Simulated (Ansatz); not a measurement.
## How far a parabola holds: energy against volume of rock-salt MgS

We consider rock-salt MgS, described by PBE (Ansatz, a first-principles code, plane waves, PAW). Numerical settings: plane-wave cutoff 520 eV, 12×12×12 k mesh, Fermi–Dirac smearing 0.01 eV, scalar-relativistic PAW data made under PBE. The cell has no free parameter but its volume, all volumes share cutoff and mesh, and the runs aren't spin-polarised. Energies are free energies at the run's smearing, counted from the lowest row; static lattice.

```csv
V (Å³/atom),E (meV/atom)
16.805,?
17.162,7.10
17.520,1.72
17.877,0.00
18.235,1.58
18.593,6.15
```

### Question
Using a parabola, estimate the missing E at V = 16.805 from the other rows, showing the fit.

### Answer
With u = V - 17.9, the rows have u = -0.7380, -0.3800, -0.0230, 0.3350, 0.6930. Least squares gives E = -0.009 + 0.0122·u + 12.9457·u². Residuals (row less fit): 0.067, -0.136, 0.002, 0.132, -0.067; standard error 0.150 (degrees of freedom: 2). The fitted curve has its minimum at V = 17.9, where E = -0.01. Its curvature is d²E/dV² = 2 × 12.9457 meV/Å⁶, so B = V0·d²E/dV² × 0.1602 = 74.3 GPa. At the withheld row, u = -1.0950, so E = -0.009 + 0.0122 × (-1.0950) + 12.9457 × (-1.0950)² = 15.500 meV/atom. The calculation gives 16.54 meV/atom, 1.040 meV/atom above the prediction (6.3 % of the range of E in the table). The row lies outside the fitted rows, so this is an extrapolation. From the scatter of the fitted rows alone, a prediction at this place has a standard error of 0.354 meV/atom, so the miss is 2.9 times that.

The residuals are curvature that a parabola lacks, not noise. A solid that stiffens under compression and softens on expansion lies above the parabola at the compressed end and under it at the expanded end, as this row does. A third-order Birch-Murnaghan fit to the whole scan has B0 = 74.0 GPa. Only scans are tabulated whose curvature falls smoothly with volume, and where the parabola meets the shown rows within 5 % of their range and misses the end by 0.1 meV or more.

Measured, for comparison: bulk modulus 81 GPa (corrected for zero-point motion; as tabulated in Goldzak et al. (2022), arXiv:2208.04865). Computed less measured: bulk modulus -9 %.
